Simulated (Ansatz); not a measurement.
**P₂H₂ (triplet): the correlation ladder, def2-QZVPP**

The task here is to estimate one member of a computed series from the others.

The runs use Ansatz 0.2.0, Gaussian basis; def2-QZVPP, core rule «outside noble gas», up to 10 orbitals frozen.

To be run: UHF; ROHF; CCSD(T) on UHF.

5 further runs of the same task are left out: 1 that didn't finish, 4 set aside as unsound or not needed.

## The system

The geometry is a PBE0/def2-TZVP stationary point (not a proven minimum).

4 atoms, charge 0, spin multiplicity 3.

Atoms are counted from 1 here; the program's logs count them from 0.

Bond lengths: P1–P2 2.159 Å, P1–H3 1.428 Å, P2–H4 1.428 Å. Angles: P2–P1–H3 95.2°, P1–P2–H4 95.2°.

The first run:

The input, in.yaml:

```yaml
crystal:
  periodic: [false, false, false]
  atoms:
    - {symbol: P, position_ang: [-0.031349, -0.073548, 1.077042]}
    - {symbol: P, position_ang: [-0.031350, 0.073548, -1.077042]}
    - {symbol: H, position_ang: [0.963360, 0.931093, 1.276164]}
    - {symbol: H, position_ang: [0.963376, -0.931077, -1.276164]}
basis:
  gaussian: {orbitals: "def2-QZVPP.json"}
magnetization: {spin_polarized: true, initial_magnetization: 2}
hamiltonian: {xc: hf}
output: {orbitals: {seedname: orbitals}}
```

Started as:

```
ansatz run in.yaml --threads 1 --pin off --events-out ev --progress --plain --max-ram 2393MiB
```

Steps of the session up to this table: UHF; ROHF; CCSD(T) on UHF.

One table of the session follows, with a row left open; its other results are not shown here.

| method | from UCCSD(T) (kcal/mol) |
| --- | --- |
| ROHF | ? |
| UHF | +208.06 |
| UMP2 | +34.05 |
| UCCSD | +10.04 |
| UCCSD(T) | 0 |

Estimate the missing values for ROHF.

As computed: from UCCSD(T) (kcal/mol): +214.62. In the column «from UCCSD(T) (kcal/mol)» it is the highest.
